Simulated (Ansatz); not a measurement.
# CH₆Si (singlet): from Hartree-Fock to the top rungs, cc-pVDZ

An exercise on one series of results from a longer session: the logs are not shown, and one member is left open.

The runs use Ansatz 0.2.0, Gaussian basis; cc-pVDZ, core rule «outside noble gas», up to 6 orbitals frozen.

To be run: UHF; CCSD(T) on RHF; BCCD(T) on RHF; CISD; CCSDT(Q) on RHF; CASSCF and NEVPT2, 8 electrons in 8 orbitals.

9 further runs of the same task are left out: 1 that didn't finish, 8 set aside as unsound or not needed.

## The geometry

The geometry is a PBE0/def2-TZVP stationary point (not a proven minimum).

8 atoms, charge 0, spin multiplicity 1.

Atoms are counted from 1 here; the program's logs count them from 0.

Bond lengths: Si1–C2 1.871 Å, Si1–H3 1.488 Å, Si1–H4 1.488 Å, Si1–H5 1.488 Å, C2–H6 1.092 Å, C2–H7 1.092 Å, C2–H8 1.092 Å. Angles: C2–Si1–H3 110.7°, C2–Si1–H4 110.7°, C2–Si1–H5 110.7°, H3–Si1–H4 108.2°, H3–Si1–H5 108.2°, H4–Si1–H5 108.2°, Si1–C2–H6 110.8°, Si1–C2–H7 110.8°, Si1–C2–H8 110.8°, H6–C2–H7 108.1°, H6–C2–H8 108.1°, H7–C2–H8 108.1°.

Set-up of the first run:

Contents of in.yaml:

```yaml
crystal:
  periodic: [false, false, false]
  atoms:
    - {symbol: Si, position_ang: [-0.600578, -0.002766, 0.000384]}
    - {symbol: C, position_ang: [1.270622, 0.005851, -0.000813]}
    - {symbol: H, position_ang: [-1.133652, 1.386628, 0.006024]}
    - {symbol: H, position_ang: [-1.123250, -0.705689, 1.203433]}
    - {symbol: H, position_ang: [-1.124835, -0.696512, -1.207293]}
    - {symbol: H, position_ang: [1.663221, -1.013334, -0.004951]}
    - {symbol: H, position_ang: [1.656753, 0.514757, 0.885080]}
    - {symbol: H, position_ang: [1.655591, 0.521489, -0.883312]}
basis:
  gaussian: {orbitals: cc-pVDZ}
magnetization: {spin_polarized: true, initial_magnetization: 0}
hamiltonian: {xc: hf}
output: {orbitals: {seedname: orbitals}}
```

The run is started by

```console
$ ansatz run in.yaml --threads 1 --pin off --events-out ev --progress --plain --max-ram 2393MiB
```

Among the steps run: UHF; CCSD(T) on RHF; BCCD(T) on RHF; CISD; CCSDT(Q) on RHF; CASSCF and NEVPT2, 8 electrons in 8 orbitals.

One table of the session follows, with a row left open; its other results are not shown here.

It belongs to the step «Misses and costs». 

| method | from RCCSDT(Q) (kJ/mol) |
| --- | --- |
| RHF | +814.0 |
| RMP2 | +134.2 |
| CISD | +93.1 |
| RCCSD | +21.5 |
| RCCSD(T) | +3.1 |
| BCCD(T) | +3.0 |
| RCCSDT | ? |
| RCCSDT(Q) | 0 |
| CASSCF frontier | +600.6 |
| NEVPT2 frontier | +144.1 |

**Question.** Estimate the row for RCCSDT.

**Answer.** from RCCSDT(Q) (kJ/mol): +0.8. In the column «from RCCSDT(Q) (kJ/mol)» it lies between RCCSDT(Q) (0) and BCCD(T) (+3.0).

With the free atoms at the same levels and basis (separate runs), the atomisation energy is 25.289 eV at RCCSDT(Q), 25.278 eV at RCCSD(T), 20.652 eV at RHF.
